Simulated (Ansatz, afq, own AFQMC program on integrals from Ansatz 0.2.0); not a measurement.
Integrals from Ansatz 0.2.0, then the random walk in our own AFQMC program (afq).

```yaml
crystal:
  periodic: [false, false, false]
  atoms:
    - {symbol: Se, position_ang: [0.000000, 0.000000, 0.000000]}
basis:
  gaussian: {orbitals: def2-SVP}
magnetization: {spin_polarized: true, initial_magnetization: 2}
correlation: {method: ccsd_t, electrons: outside_noble_gas, hamiltonian_folder: ham}
```

```sh
$ ansatz run in.yaml --threads 1 --pin off --events-out ev --progress --plain --max-ram 24576MiB --backend cuda --devices 0, --max-vram 18GiB
```

Options of the walk:

```
--method free --trial cisd --walkers 4000 --time-step 0.03 --max-blocks 4000 --target-error 0.00018 --factor-cut 1e-05 --seed 6118 --times 0,0.3,0.6,1.2,1.8,2.4,3.6,4.8,6 --taylor-order 8
```

Times are imaginary, in 1/Eh. The walk had a cap of 61 s. Filled inner d shells are frozen with the cores.

Output of the walk:

```
orbitals 18  electrons 4 2  factors 108 of 221
reference energy -2399.52972979 Eh
CCSD correlation -0.09044979 Eh in 8 cycles, weight of the determinant in the CISD state 0.9501
repeat  energy at the last time / Eh  error
    10  -2399.621714  0.000013
    20  -2399.621756  0.000020
    30  -2399.621757  0.000017
time / (1/Eh)  energy / Eh  error  mean overlap
  0.00  -2399.620182  0.000005  1.0524
  0.30  -2399.621128  0.000006  1.0519
  0.60  -2399.621458  0.000009  1.0522
  1.20  -2399.621659  0.000010  1.0524
  1.80  -2399.621714  0.000010  1.0521
  2.40  -2399.621736  0.000013  1.0507
  3.60  -2399.621747  0.000011  1.0488
  4.80  -2399.621738  0.000011  1.0465
  6.00  -2399.621758  0.000016  1.0435
energy -2399.621758 +/- 0.000016 Eh
```

The run passed its tests (error under three times the target), which doesn't prove that it has relaxed.

Against this walk (error 0.4 meV) on the same determinant: CCSD(T) 10.3 meV higher, CCSDT(Q) 1.4 meV higher, CCSDTQ 1.0 meV higher, full CI 1.0 meV higher. The error is statistical, and a free projection of finite length keeps a remainder of its start.

Cautions: remainder of the start not in the error; no relativity below Rb; no spin-orbit coupling; inner d shell frozen.

The walk took 15 s on 1 × NVIDIA H100 80GB HBM3 with 1 thread of AMD EPYC 7R13 Processor (Zen 3), on a shared host (the card was shared). The log's last line is the free-projection energy.

CCSDT and higher add their correlation energy to the determinant of the CCSD(T) run, since their own runs factorise the integrals more tightly (a shift of under 2 meV). A walk keeps the symmetry of its determinant, which the program's search chose and which needn't be the lowest solution, so a lower state of the same spin and another symmetry isn't excluded.
